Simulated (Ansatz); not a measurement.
Two shapes of doublet CHO.

Shape 1:

```xyz
3

C     0.0000    0.0000    0.0000
H     0.0000    2.3460   -1.6065
O     0.0000    0.0000    1.1760
```

Shape 2:

```xyz
3

C     0.0000    0.0000    0.0000
H     0.0000    1.2420   -0.8505
O     0.0000    0.0000    1.1760
```

Basis set: cc-pVDZ (spherical functions). Left uncorrelated: 2 orbitals. Correlation on ROHF uses semicanonical orbitals with singles. Charge 0, multiplicity 2.

Computed with Ansatz (development build ahead of 0.2.0); the reference of a correlated method needn't be the lowest determinant of its kind.

Problem. Which shape is lower in energy, and by how much in each method?

Solution.

```csv
method,E(2) − E(1) (eV)
ROHF-CCSD,-0.043
UHF-CCSD,-0.053
ROHF-CCSD(T),-0.056
UHF-CCSD(T),-0.055
```

Shape 2 is lower. Caution: the reference determinant was not shown to be the lowest.
